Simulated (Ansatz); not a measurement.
Geometry optimisation, RKS PBE/def2-SVP (Ansatz 0.2.0).

The input (input.yaml):

```yaml
crystal:
  periodic: [false, false, false]
  atoms:
    - { symbol: B, position_ang: [0.081335, 0.586708, -0.165954] }
    - { symbol: H, position_ang: [-0.058807, -0.572425, 1.928943] }
    - { symbol: O, position_ang: [1.333519, 0.072254, -0.295426] }
    - { symbol: H, position_ang: [1.325887, -0.811249, -0.70585] }
    - { symbol: H, position_ang: [-0.918065, 0.034366, -0.569452] }
    - { symbol: S, position_ang: [-0.13915, 2.277829, 0.58339] }
    - { symbol: H, position_ang: [1.173224, 2.422218, 0.921507] }
    - { symbol: H, position_ang: [-0.296242, 0.103598, 2.016043] }
basis:
  gaussian: { orbitals: def2-SVP }
hamiltonian:
  xc: pbe
relax:
  f_tol: 0.03
  max_steps: 50
output:
  orbitals: {}
```

Run as:

```bash
$ ansatz run input.yaml --threads 1 --pin off --max-ram 2048MiB --backend cpu --events-out ev --progress --plain --runs-dir out
```

Where does it end, and by what steps?

The run converged. The force dipped under the threshold on the way, but the program's further checks kept it going. After 22 steps the energy has fallen by 0.257 eV; H2 moved furthest, 1.76 Å.

| step | energy less start (eV) | largest force component (eV/Å) | accepted |
| --- | --- | --- | --- |
| 0 | 0.0000 | 1.928 | yes |
| 1 | -0.1488 | 0.445 | yes |
| 2 | -0.2025 | 0.290 | yes |
| 3 | -0.2294 | 0.233 | yes |
| 4 | -0.2299 | 0.273 | yes |
| 5 | -0.2384 | 0.258 | yes |
| 6 | -0.2426 | 0.148 | yes |
| 7 | -0.2454 | 0.090 | yes |
| 8 | -0.2475 | 0.088 | yes |
| 9 | -0.2401 | 0.635 | no |
| 10 | -0.2492 | 0.026 | yes |
| 11 | -0.2503 | 0.141 | yes |
| 12 | -0.2501 | 0.184 | no |
| 13 | -0.2515 | 0.026 | yes |
| 14 | -0.2526 | 0.027 | yes |
| 15 | -0.2538 | 0.073 | yes |
| 16 | -0.2542 | 0.117 | yes |
| 17 | -0.2552 | 0.080 | yes |
| 18 | -0.2557 | 0.033 | yes |
| 19 | -0.2561 | 0.081 | yes |
| 20 | -0.2568 | 0.037 | yes |
| 21 | -0.2570 | 0.042 | yes |
| 22 | -0.2570 | 0.019 | yes |

```xyz
8
Properties=species:S:1:pos:R:3
B 0.218 0.658 -0.665
H -0.561 -0.570 3.612
O 1.505 0.303 -0.941
H 1.556 -0.364 -1.650
H -0.741 0.187 -1.250
S -0.130 1.886 0.622
H 1.172 2.099 0.970
H -0.517 -0.085 3.014
```

Whether the end is a true minimum wasn't checked by a vibrational analysis.

Run time: 38 s on 1 thread of Arm Neoverse V1, on a shared host, peak memory 0.13 GiB.
